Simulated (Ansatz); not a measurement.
Reaction (SMILES): CN(C)C + 3 [H][H] (H2) → 3 C (CH4) + N (NH3)
B3LYP-D3(BJ)/def2-TZVP geometries, fixed; electronic energies without zero-point terms.

Basis-set convergence of the energy of full hydrogenation at r2SCAN with Ansatz (a program for electronic structure). All functions are spherical. The program fits the integrals of some runs and decomposes those of others, by size. No added dispersion term, no relativity. Functions are those of the species that has most. Reference: the value in aug-cc-pVQZ, -69.88 kcal/mol, itself unsure by roughly 0.18 kcal/mol (its mean distance from def2-QZVPPD, pcseg-3, def2-QZVPP). Deviations are taken from unrounded values.

```
basis            functions
---------------  ---------
cc-pVDZ                101
aug-cc-pVDZ            173
aug-pcseg-1            173
cc-pVTZ                246
jun-cc-pV(T+d)Z        282
aug-cc-pVTZ            391
aug-pcseg-2            391
cc-pVQZ                490
aug-cc-pVQZ            734
```

Which is the smallest set listed that can be trusted to 4 kcal/mol here, that is, within that of the reference together with its larger relatives (same family, alike in diffuse functions; a set with none to test it counts only in the reference's own line)?

The smallest set listed that lies within 4 kcal/mol of the reference with all its larger relatives (same family, alike in diffuse functions; a set with none counts only in the reference's own line) is aug-cc-pVDZ (173 functions, 0.39 kcal/mol off), level with aug-pcseg-1. Value minus reference: cc-pVDZ 5.82, aug-cc-pVDZ 0.39, aug-pcseg-1 3.22, cc-pVTZ 0.44, jun-cc-pV(T+d)Z -0.77, aug-cc-pVTZ -0.58, aug-pcseg-2 -0.77, cc-pVQZ 0.43, aug-cc-pVQZ 0.00 kcal/mol.
